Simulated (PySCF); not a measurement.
Species: C₃H₅FS.
SMILES: `C[C@@H]1S[C@H]1F`

Theory: TDDFT CAM-B3LYP/def2-SVPD, vertical, gas phase, core orbitals frozen in the response in PySCF. Geometry: GFN2-xTB; no solvent, vibrations or thermal averaging.

Each state is given a Gaussian of 0.3 eV full width at half maximum, with ε(max) = 2.175×10⁸ f / Δν̃ (Δν̃ the width in cm⁻¹). The width is an assumption, not a result. The curve ends short of the highest state used, and states not computed would add to its high-energy end.

| λ (nm) | ε (L mol⁻¹ cm⁻¹) |
| --- | --- |
| 162.1 | 8430 |
| 165.8 | 5869 |
| 169.5 | 3911 |
| 173.2 | 6701 |
| 176.9 | 5512 |
| 180.6 | 1648 |
| 184.4 | 1146 |
| 188.1 | 1425 |
| 191.8 | 701 |
| 195.5 | 139 |
| 199.2 | 12 |
| 202.9 | 1 |
| 206.6 | 0 |
| 210.3 | 0 |
| 214.0 | 0 |
| 217.7 | 0 |
| 221.4 | 0 |
| 225.1 | 0 |
| 228.8 | 0 |
| 232.5 | 1 |
| 236.2 | 4 |
| 239.9 | 8 |
| 243.6 | 12 |
| 247.3 | 12 |
| 251.0 | 9 |
| 254.7 | 4 |
| 258.4 | 2 |
| 262.1 | 1 |
| 265.8 | 0 |
| 269.5 | 0 |

(1) Where are the band maxima, and which computed states make them?

(2) On this curve, what absorbance would a 10⁻⁵ mol/L sample give at 248 nm over a 1 cm path?

(3) Coming from long wavelengths, where does ε first pass 100 L mol⁻¹ cm⁻¹?

Results:

(1) 246 nm (5.05 eV), ε about 13, made up of S1 (100%); 187 nm (6.62 eV), ε about 1500, made up of S2 (99%); 174 nm (7.11 eV), ε about 7100, made up of S3 (59%) and S4 (40%) (ε in L mol⁻¹ cm⁻¹; maxima over ε = 5, shares over 10%). At its high-energy end, 7.65 eV, the curve is still rising (ε about 8400, from S5 and S6). The states used: S1 5.05 eV (f 0.0001); S2 6.62 eV (f 0.016); S3 7.07 eV (f 0.049); S4 7.16 eV (f 0.034); S5 7.47 eV (f 0.042); S6 7.68 eV (f 0.077); S7 7.88 eV (f 0.013); S8 8.25 eV (f 0.012).

(2) 248 nm is 4.999 eV, where ε is about 12 L mol⁻¹ cm⁻¹, so A = ε c l ≈ 0.00012 (Beer–Lambert, with the gas-phase spectrum and the assumed width).

(3) At about 196 nm (6.32 eV), 1.27 eV above S1.
